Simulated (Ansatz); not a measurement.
# How far each method lies from UCCSDT(Q) for BGeH3⁺ (H-bridged), doublet

Geometry: that of the BGeH3 (H-bridged), singlet, kept fixed.

```xyz
5

Ge   -0.0022    0.0000    0.3187
B    -0.0666    0.0000   -1.6292
H     1.1607    0.0000   -1.0289
H    -0.1421   -1.0387   -2.2309
H    -0.1421    1.0387   -2.2309
```

Basis cc-pVTZ; Ansatz 0.2.0. Only valence electrons are correlated (noble-gas cores and the filled d shells of p-block atoms frozen), which leaves 9 electrons in 100 orbitals. R marks a restricted (for open shells ROHF) determinant, U an unrestricted one. Active spaces: valence = (9e, 11o) chosen from the atoms' valence shells. No spin–orbit coupling is included, and no scalar relativity.

Full CI isn't at hand for all of this; UCCSDT(Q) serves as the reference, and is uncertain by about the last step of the cluster series. The frozen core follows each run's orbitals, which can shift R against U totals by a few meV for light atoms and by up to 0.1 eV past Ca.

```
UHF ⟨S²⟩                          : 0.789
T1 diagnostic (RCCSD)             : 0.0271
largest doubles amplitude (RCCSD) : 0.070
T1 diagnostic (UCCSD)             : 0.0246
```

```csv
level,E − E(RHF) (eV)
UHF,-0.1753
UMP2,-5.0266
UCCSD,-5.9421
UCCSD(T),-6.1614
```

Estimate how far UCCSDT(Q) in cc-pVTZ lies from UCCSD(T). The table doesn't fix it; the size of (T) and the diagnostics are the guide.

UCCSDT(Q) in cc-pVTZ lies 4.3 kJ/mol below UCCSD(T), which is 20 % of the (T) step (-21.2 kJ/mol). The diagnostics are small and the rest is a small part of (T), but (T) is large here. The miss exceeds 1 kcal/mol.

The other levels:

```csv
level,E − E(UCCSDT(Q)) (kJ/mol),share of correlation (%),wall time
UCCSDT,0.9,99.84,–
```

The correlation energy at UCCSDT(Q), counted from RHF, is -6.206 eV. That run took 22 s on 2 threads of AMD EPYC 7R13 with a shared H100 80 GB, shared host.

Run but not shown, since their state or frozen core can't be matched to the reference's or they repeat it: RHF, RMP2, RCCSD, RCCSD(T), BCCD(T), RCCSDT, RCCSDT(Q), CASSCF (valence space), NEVPT2 (valence space).

Times hold each run's SCF and search for its determinant on a shared host, so for small cases they say little of a method's own cost.

Natural occupations of CASSCF (valence space) about the gap: 1.979 1.970 1.964 1.928 0.998 0.042 0.041 0.023 0.020 0.020; effectively unpaired electrons, Σ n²(2−n)², 1.05.
